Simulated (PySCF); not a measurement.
# CH3ClSi (SMILES C[Si]Cl) at HF/ANO-RCC-VTZP (sfX2C)

What is the vertical ionisation energy of CH3ClSi at HF/ANO-RCC-VTZP (sfX2C)? Input form: a Python script.

The results are computed with PySCF 2.14.0.

### 1 The system as given

The species is CH3ClSi (6 atoms), meant as a singlet with charge 0. As SMILES, `C[Si]Cl`. Geometry: relaxed at PBE0-D4/def2-TZVP.

Bond lengths: C1–Si2 1.887 Å, Si2–Cl3 2.093 Å, C1–H4 1.096 Å, C1–H5 1.093 Å, C1–H6 1.096 Å. Angles: C1–Si2–Cl3 98.3°, Si2–C1–H4 110.2°, Si2–C1–H5 111.6°, Si2–C1–H6 110.2°, H4–C1–H5 109.0°, H4–C1–H6 106.7°, H5–C1–H6 109.0°.

### 2 The energy at HF/ANO-RCC-VTZP (sfX2C)

Contents of calc.py:

```python
# C[Si]Cl
from pyscf import gto, scf

mol = gto.M(
    atom='''
C     -0.420900     0.376200    -0.177100
Si     0.228200    -0.642100     1.273100
Cl     1.857700    -1.533900     0.308500
H      0.353800     1.065800    -0.531400
H     -1.308700     0.949900     0.100100
H     -0.668100    -0.280000    -1.019400
''',
    basis='ano-rcc-vtzp',
    charge=0,
    verbose=4,
    max_memory=1860,
)

calc0 = scf.RHF(mol)
calc0 = calc0.x2c()
calc0.conv_tol = 1e-10
calc0.kernel()
if not calc0.converged:
    calc0 = calc0.newton().run(calc0.mo_coeff, calc0.mo_occ)

energy = calc0.e_tot
print(f'total energy: {energy:.8f} hartree')
```

Command:

```bash
$ OMP_NUM_THREADS=1 python calc.py
```

What it wrote:

```text
PySCF version 2.14.0

[INPUT] num. atoms = 6
[INPUT] num. electrons = 40
[INPUT] charge = 0
[INPUT] spin (= nelec alpha-beta = 2S) = 0
[INPUT] symmetry False subgroup None
[INPUT] Mole.unit = angstrom
[INPUT] Symbol           X                Y                Z      unit          X                Y                Z       unit  Magmom
[INPUT]  1 C     -0.420900000000   0.376200000000  -0.177100000000 AA   -0.795385725829   0.710914968061  -0.334670496660 Bohr   0.0
[INPUT]  2 Si     0.228200000000  -0.642100000000   1.273100000000 AA    0.431235501626  -1.213393144583   2.405810329184 Bohr   0.0
[INPUT]  3 Cl     1.857700000000  -1.533900000000   0.308500000000 AA    3.510544221605  -2.898650902470   0.582980509428 Bohr   0.0
[INPUT]  4 H      0.353800000000   1.065800000000  -0.531400000000 AA    0.668585102871   2.014070103561  -1.004200462594 Bohr   0.0
[INPUT]  5 H     -1.308700000000   0.949900000000   0.100100000000 AA   -2.473084579218   1.795050845724   0.189161585069 Bohr   0.0
[INPUT]  6 H     -0.668100000000  -0.280000000000  -1.019400000000 AA   -1.262526023822  -0.529123314878  -1.926386811382 Bohr   0.0

nuclear repulsion = 128.153233377218
number of shells = 21
number of NR pGTOs = 399
number of NR cGTOs = 140
basis = ano-rcc-vtzp
ecp = {}

******** <class 'pyscf.x2c.sfx2c1e.sfX2C1eRHF'> ********
method = sfX2C1eRHF
initial guess = minao
damping factor = 0
level_shift factor = 0
DIIS = <class 'pyscf.scf.diis.CDIIS'>
diis_start_cycle = 1
diis_space = 8
diis_damp = 0
SCF conv_tol = 1e-10
SCF conv_tol_grad = None
SCF max_cycles = 50
direct_scf = True
direct_scf_tol = 1e-13

******** <class 'pyscf.x2c.sfx2c1e.SpinFreeX2CHelper'> ********
approx = 1e
xuncontract = 1
Set gradient conv threshold to 1e-05
Initial guess from minao.
init E= -790.205412037358
  HOMO = -0.203556175047286  LUMO = -0.0372290523164622  gap/eV = 4.52599
cycle= 1 E= -790.101266692773  delta_E= 0.104  |g|= 0.309  |ddm|= 2.89
  HOMO = -0.351765080535315  LUMO = -0.00620666985645002  gap/eV = 9.40312
cycle= 2 E= -790.134541997399  delta_E= -0.0333  |g|= 0.13  |ddm|= 0.665
  HOMO = -0.333685029279112  LUMO = 0.0223156069610564  gap/eV = 9.68727
cycle= 3 E= -790.139851341917  delta_E= -0.00531  |g|= 0.0337  |ddm|= 0.164
  HOMO = -0.335306299455508  LUMO = 0.0236192964003443  gap/eV = 9.76686
cycle= 4 E= -790.140528253712  delta_E= -0.000677  |g|= 0.00656  |ddm|= 0.112
  HOMO = -0.335649539727803  LUMO = 0.023288797814403  gap/eV = 9.76721
cycle= 5 E= -790.140567660565  delta_E= -3.94e-05  |g|= 0.00221  |ddm|= 0.0267
  HOMO = -0.335794141916373  LUMO = 0.0232057847434994  gap/eV = 9.76889
cycle= 6 E= -790.140571386193  delta_E= -3.73e-06  |g|= 0.000783  |ddm|= 0.00591
  HOMO = -0.335690344496117  LUMO = 0.0232774938616922  gap/eV = 9.76801
cycle= 7 E= -790.140571958089  delta_E= -5.72e-07  |g|= 0.000204  |ddm|= 0.00273
  HOMO = -0.335673759274619  LUMO = 0.0232837015198113  gap/eV = 9.76773
cycle= 8 E= -790.140572003702  delta_E= -4.56e-08  |g|= 4.86e-05  |ddm|= 0.000878
  HOMO = -0.335673493119352  LUMO = 0.0232798660970204  gap/eV = 9.76762
cycle= 9 E= -790.14057200624  delta_E= -2.54e-09  |g|= 1.27e-05  |ddm|= 0.000163
  HOMO = -0.335672127097236  LUMO = 0.0232807478247752  gap/eV = 9.76761
cycle= 10 E= -790.140572006413  delta_E= -1.73e-10  |g|= 3.8e-06  |ddm|= 4.51e-05
  HOMO = -0.335672639204231  LUMO = 0.0232803255505951  gap/eV = 9.76761
cycle= 11 E= -790.140572006426  delta_E= -1.28e-11  |g|= 1.09e-06  |ddm|= 1.42e-05
  HOMO = -0.33567257423675  LUMO = 0.0232804164220246  gap/eV = 9.76761
Extra cycle  E= -790.140572006428  delta_E= -1.59e-12  |g|= 5.15e-07  |ddm|= 3.12e-06
converged SCF energy = -790.140572006428
total energy: -790.14057201 hartree
```

Run time: 29 s. Hardware: 1 thread of Arm Neoverse V2, shared host; peak memory 0.54 GiB.

### 3 The doublet cation

Contents of run.py:

```python
from pyscf import gto, scf

mol = gto.M(
    atom='''
C     -0.795386     0.710915    -0.334670
Si     0.431236    -1.213393     2.405810
Cl     3.510544    -2.898651     0.582981
H      0.668585     2.014070    -1.004200
H     -2.473085     1.795051     0.189162
H     -1.262526    -0.529123    -1.926387
''',
    verbose=3,
    unit='bohr',
    spin=1,
    max_memory=1860,
    basis='ano-rcc-vtzp',
    charge=1,
)

calc0 = scf.UHF(mol)
calc0 = calc0.sfx2c1e()
calc0.conv_tol = 1e-10
calc0.kernel()
if not calc0.converged:
    calc0 = calc0.newton().run(calc0.mo_coeff, calc0.mo_occ)

e_tot = calc0.e_tot
print(f'total energy: {e_tot:.8f} hartree')
```

Command:

```bash
$ OMP_NUM_THREADS=1 python run.py
```

What it wrote:

```text
converged SCF energy = -789.844330688222  <S^2> = 0.77101064  2S+1 = 2.0209014
total energy: -789.84433069 hartree
```

It took 34 s on 1 thread of Arm Neoverse V2, shared host; peak memory 0.53 GiB.

### 4 What came out

Level: HF/ANO-RCC-VTZP (sfX2C).

```
                                          quantity          value
                     singlet CH3ClSi: total energy  -790.14057 Eh
                    singlet CH3ClSi: dipole moment         1.96 D
                      singlet CH3ClSi: HOMO energy       -9.13 eV
                      singlet CH3ClSi: LUMO energy        0.63 eV
                    singlet CH3ClSi: HOMO–LUMO gap        9.77 eV
                      doublet cation: total energy  -789.84433 Eh
doublet cation: HOMO energy (highest over α and β)      -17.41 eV
 doublet cation: LUMO energy (lowest over α and β)       -7.07 eV
                              doublet cation: ⟨S²⟩          0.771
vertical ionisation energy (to the doublet cation)       8.061 eV
```

**Reading.** Removing an electron at fixed nuclei costs 8.06 eV (186 kcal/mol). The negative HOMO energy of the first species, 9.13 eV, lies 1.07 eV above that difference. Mulliken charges (doublet cation) run from -0.11 on C1 to +0.63 on Si2.
